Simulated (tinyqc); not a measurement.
Worked calculation: ROHF in the sto-3g basis, for OH+, spin multiplicity 3. This run ends on a higher stationary point, not on the lowest solution. One step of it, computed by the program tinyqc.

Problem. Iteration 2: Roothaan effective Fock matrix. With projectors Pc = D(beta) S, Po = (D(alpha) - D(beta)) S, Pv = 1 - D(alpha) S, the block xy is Px^T F Py; with Fc = (F(alpha) + F(beta))/2, the blocks are Fc for cc, oo, vv and cv, F(beta) for co and F(alpha) for ov.

F(alpha) (hartree):
```
,1O 1s,1O 2s,1O 2px,1O 2py,1O 2pz,2H 1s
1O 1s,-20.623961,-5.279339,0.000000,0.000000,-0.009878,-0.285717
1O 2s,-5.279339,-2.882852,0.000000,0.000000,-0.095974,-0.383822
1O 2px,0.000000,0.000000,-0.772183,-0.003147,0.000000,0.000000
1O 2py,0.000000,0.000000,-0.003147,-0.866863,0.000000,0.000000
1O 2pz,-0.009878,-0.095974,0.000000,0.000000,-0.900398,-0.274267
2H 1s,-0.285717,-0.383822,0.000000,0.000000,-0.274267,-0.537798
```

F(beta) (hartree):
```
,1O 1s,1O 2s,1O 2px,1O 2py,1O 2pz,2H 1s
1O 1s,-20.574619,-5.203613,0.000000,0.000000,-0.007817,-0.279058
1O 2s,-5.203613,-2.518277,0.000000,0.000000,-0.028283,-0.331722
1O 2px,0.000000,0.000000,-0.675462,0.024472,0.000000,0.000000
1O 2py,0.000000,0.000000,0.024472,0.060739,0.000000,0.000000
1O 2pz,-0.007817,-0.028283,0.000000,0.000000,0.026036,-0.172244
2H 1s,-0.279058,-0.331722,0.000000,0.000000,-0.172244,-0.514914
```

D(alpha) after iteration 1:
```
,1O 1s,1O 2s,1O 2px,1O 2py,1O 2pz,2H 1s
1O 1s,1.059762,-0.252886,0.000000,0.000000,-0.001978,0.008205
1O 2s,-0.252886,1.069976,0.000000,0.000000,0.009672,-0.033610
1O 2px,0.000000,0.000000,1.000000,0.000000,0.000000,0.000000
1O 2py,0.000000,0.000000,0.000000,1.000000,0.000000,0.000000
1O 2pz,-0.001978,0.009672,0.000000,0.000000,1.008740,-0.027969
2H 1s,0.008205,-0.033610,0.000000,0.000000,-0.027969,0.001815
```

D(beta) after iteration 1:
```
,1O 1s,1O 2s,1O 2px,1O 2py,1O 2pz,2H 1s
1O 1s,1.059449,-0.251520,0.000000,0.000000,0.015743,0.007676
1O 2s,-0.251520,1.064010,0.000000,0.000000,-0.067740,-0.031301
1O 2px,0.000000,0.000000,0.998899,-0.033167,0.000000,0.000000
1O 2py,0.000000,0.000000,-0.033167,0.001101,0.000000,0.000000
1O 2pz,0.015743,-0.067740,0.000000,0.000000,0.004313,0.001993
2H 1s,0.007676,-0.031301,0.000000,0.000000,0.001993,0.000921
```

overlap S:
```
,1O 1s,1O 2s,1O 2px,1O 2py,1O 2pz,2H 1s
1O 1s,1.000000,0.236704,0.000000,0.000000,0.000000,0.012516
1O 2s,0.236704,1.000000,0.000000,0.000000,0.000000,0.167591
1O 2px,0.000000,0.000000,1.000000,0.000000,0.000000,0.000000
1O 2py,0.000000,0.000000,0.000000,1.000000,0.000000,0.000000
1O 2pz,0.000000,0.000000,0.000000,0.000000,1.000000,0.170101
2H 1s,0.012516,0.167591,0.000000,0.000000,0.170101,1.000000
```

Give: effective F.

Solution.

effective F (hartree):
```
,1O 1s,1O 2s,1O 2px,1O 2py,1O 2pz,2H 1s
1O 1s,-20.5993,-5.2412,0.0000,0.0000,-0.0056,-0.2819
1O 2s,-5.2412,-2.6984,0.0000,0.0000,-0.0462,-0.3538
1O 2px,0.0000,0.0000,-0.7238,0.0107,0.0000,0.0000
1O 2py,0.0000,0.0000,0.0107,-0.4031,0.0000,0.0000
1O 2pz,-0.0056,-0.0462,0.0000,0.0000,-0.4382,-0.2004
2H 1s,-0.2819,-0.3538,0.0000,0.0000,-0.2004,-0.5193
```
